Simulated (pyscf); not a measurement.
Cl–GeH₃ + GeH₄ → H₃Ge–GeH₃ + HCl (four-centre exchange; singlet surface; Cl–Ge, Ge–H broken, Ge–Ge, Cl–H formed). PySCF, gas phase, ωB97X-D3(BJ)/def2-SVP geometries. Energies in kcal/mol from the separated reactants.

```json
[
 {"level": "PBE/def2-TZVP", "barrier": "___", "reaction energy": "+8.5"},
 {"level": "r²SCAN/def2-TZVP", "barrier": "49.7", "reaction energy": "+9.9"},
 {"level": "PBE0-D3(BJ)/def2-TZVP", "barrier": "49.3", "reaction energy": "+8.9"},
 {"level": "M06-2X/def2-TZVP", "barrier": "54.1", "reaction energy": "+13.5"},
 {"level": "ωB97M-D3(BJ)/def2-TZVP", "barrier": "55.7", "reaction energy": "+10.6"},
 {"level": "HF/def2-TZVP", "barrier": "___", "reaction energy": "___"}
]
```

Fill in the missing entries.


- PBE/def2-TZVP, barrier: 46.7
- HF/def2-TZVP, barrier: 74.0
- HF/def2-TZVP, reaction energy: +15.4

The functionals in the table span 9.0 kcal/mol in this barrier, from PBE to ωB97M-D3(BJ)/def2-TZVP. At the saddle there is also a short Ge–H contact that neither side keeps. One saddle was located; it need not be the lowest between these sides. Elements up to Kr have no core potential and no relativistic terms here.
